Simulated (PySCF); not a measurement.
Bonds broken one at a time in the series CF3-X. Isolated molecules, 0 K electronic values unless said otherwise. One relaxed conformer stands for each flexible species; it need not be the lowest. Strings in code marks are SMILES.

Calculation: PBE-D3(BJ)/def2-TZVP // B3LYP-D3(BJ)/def2-TZVP in PySCF. All candidates: neutral, multiplicity 2. 

| Property | Value |
|---|---|
| highest occupied spin orbital | -5.17 eV |
| dipole moment | 1.23 D |

Question: Name which member has these values.
(A) `C[C](F)F`
(B) `F[CH]F`
(C) `[CH3]`
(D) `[GeH3]`

Answer: B, `F[CH]F`. The others give `[CH3]`: -5.38 eV, 0.00 D; `C[C](F)F`: -4.78 eV, 1.88 D; `[GeH3]`: -5.24 eV, 0.05 D
